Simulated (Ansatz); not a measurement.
Reaction (isomerisation): `CC(C)(F)C=O` → `C/C=C(\F)OC`

Calculated with Ansatz (gas phase, PBE0-D4/def2-TZVP geometries, no zero-point term in ΔE). CBS: MP2 limit from def2 TZ/QZ plus the TZ coupled-cluster correction, frozen cores. Functionals use def2-TZVPP. One conformer a species, not always the lowest.

```csv
level,ΔE (kJ/mol)
PBE0-D4,71.2
SCS-MP2/def2-TZVPP,86.1
CCSD/def2-TZVPP,82.6
CCSD(T)/def2-TZVPP,82.7
MP2/def2-QZVPP,86.1
SCS-MP2/def2-QZVPP,86.2
HF/CBS(def2),79.1
CCSD/CBS(def2),82.7
```

What does CCSD(T)/CBS give? (An estimate is asked.)

Computed: +82.8 kJ/mol. The listed levels differ from it by -11.6, 3.3, -0.2, -0.1, 3.3, 3.4, -3.7, -0.1 kJ/mol.

Largest T1 diagnostic among the species: 0.013.

The D4 term adds +4.2 kJ/mol with B3LYP and +2.1 kJ/mol with PBE0; it sums over pairs of atoms, weighted by their polarisabilities, and B3LYP, whose exchange is more repulsive, gets the larger term. In def2-TZVPP, CCSD(T) changes the Hartree–Fock value by +3.3 kJ/mol (the triples alone add +0.1 kJ/mol) and MP2 by +6.7 kJ/mol.

B3LYP here is the variant with VWN-RPA as its local correlation; programs differ in this.
